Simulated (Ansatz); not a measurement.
Rhodium, fcc: convergence with cold smearing

Computed with Ansatz, r²SCAN, scalar-relativistic PAW, on the relaxed cell (a = 3.802 Å; spin not included). Errors count from a run at 500 eV on a Γ-centred 23×23×23 mesh with Fermi-Dirac smearing of 0.1 eV, extrapolated to zero width. Fixed here: cutoff 500 eV, mesh 14×14×14. The SCF starts from atomic densities corrected by a trained network.

| width (eV) | E(σ→0) error (meV/atom) | F error (meV/atom) | P (GPa) | SCF iterations |
| --- | --- | --- | --- | --- |
| 0.01 | -0.9 | -0.9 | -0.39 | 6 |
| 0.1 | -0.5 | -0.7 | -0.36 | 6 |
| 0.2 | -1.0 | -0.4 | -0.40 | 6 |
| 0.3 | 0.6 | -0.3 | -0.32 | 6 |
| 0.6 | -3.8 | -5.2 | -0.39 | 6 |
| 1.0 | -8.7 | -2.7 | -0.66 | 6 |

**Question.** What does the run at 0.03 give (width)?

**Answer.** E(σ→0) error (meV/atom): -0.7; F error (meV/atom): -0.6; P (GPa): -0.39; SCF iterations: 6.
